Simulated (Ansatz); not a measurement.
# C3H5+: small, medium and large basis sets

The task here is to estimate one member of a computed series from the others.

The runs use Ansatz 0.2.0, Gaussian basis; one geometry, several basis sets.

Plan: PBE0-D4/def2-SVP; ωB97M-V/def2-SVP; PBE0-D4/def2-QZVPP; ωB97M-V/def2-QZVPP; CCSD(T)/cc-pV(D+d)Z; CCSD(T)/cc-pV(T+d)Z; CCSD(T)/cc-pV(Q+d)Z; the functionals' def2-TZVPP values are taken from earlier runs.

## The geometry

All runs share one geometry, relaxed beforehand with PBE0-D4 in a triple-zeta def2 set.

SMILES `C=C[CH2+]`, 8 atoms, charge 1, spin multiplicity 1.

Atoms are counted from 1 here; the program's logs count them from 0.

Bond lengths: C1–C2 1.375 Å, C1–H4 1.087 Å, C1–H5 1.087 Å, C2–C3 1.375 Å, C2–H6 1.084 Å, C3–H7 1.087 Å, C3–H8 1.087 Å. Angles: C2–C1–H4 121.0°, C2–C1–H5 121.7°, H4–C1–H5 117.3°, C1–C2–C3 118.0°, C1–C2–H6 121.0°, C3–C2–H6 121.0°, C2–C3–H7 121.0°, C2–C3–H8 121.7°, H7–C3–H8 117.3°.

Coordinates:

```csv
atom,x (Å),y (Å),z (Å)
C1,-0.4258,0.9142,-0.6315
C2,0.3024,0.2845,0.3500
C3,0.2416,-1.0873,0.4185
H4,-1.0313,0.3437,-1.3317
H5,-0.4218,1.9958,-0.7413
H6,0.9066,0.8525,1.0488
H7,-0.3646,-1.6560,-0.2826
H8,0.7929,-1.6472,1.1698
```

Set-up of the first run:

Input file in.yaml:

```yaml
crystal:
  periodic: [false, false, false]
  atoms:
    - {symbol: C, position_ang: [-0.425754, 0.914171, -0.631464]}
    - {symbol: C, position_ang: [0.302416, 0.284461, 0.350010]}
    - {symbol: C, position_ang: [0.241594, -1.087279, 0.418497]}
    - {symbol: H, position_ang: [-1.031348, 0.343677, -1.331709]}
    - {symbol: H, position_ang: [-0.421800, 1.995756, -0.741303]}
    - {symbol: H, position_ang: [0.906607, 0.852475, 1.048812]}
    - {symbol: H, position_ang: [-0.364598, -1.656032, -0.282638]}
    - {symbol: H, position_ang: [0.792893, -1.647218, 1.169795]}
basis:
  gaussian: {orbitals: def2-SVP}
total_charge: 1
hamiltonian: {xc: pbe0, dispersion: d4}
output: {orbitals: {seedname: orbitals}}
```

The run is started by

```
> ansatz run in.yaml --threads 2 --pin off --events-out ev --progress --plain --max-ram 32768MiB --backend cpu
```

Steps of the session up to this table: PBE0-D4 in def2-SVP; ωB97M-V in def2-SVP; PBE0-D4 in def2-QZVPP; ωB97M-V in def2-QZVPP.

One of the session's tables, all rows but one given; the rest of the session is left out.

It belongs to the step «Density functionals: the series». 

```
functional       basis  HOMO (eV)  LUMO (eV)
   PBE0-D4    def2-SVP          ?          ?
   PBE0-D4  def2-TZVPP     -16.03     -10.31
   PBE0-D4  def2-QZVPP     -16.03     -10.31
   ωB97M-V    def2-SVP     -18.27      -8.12
   ωB97M-V  def2-TZVPP     -18.20      -8.06
   ωB97M-V  def2-QZVPP     -18.20      -8.06
```

**Question.** Estimate the row for PBE0-D4, def2-SVP.

As computed: HOMO (eV): -16.11; LUMO (eV): -10.39. In the column «HOMO (eV)» it lies between ωB97M-V, def2-QZVPP (-18.20) and PBE0-D4, def2-TZVPP (-16.03).
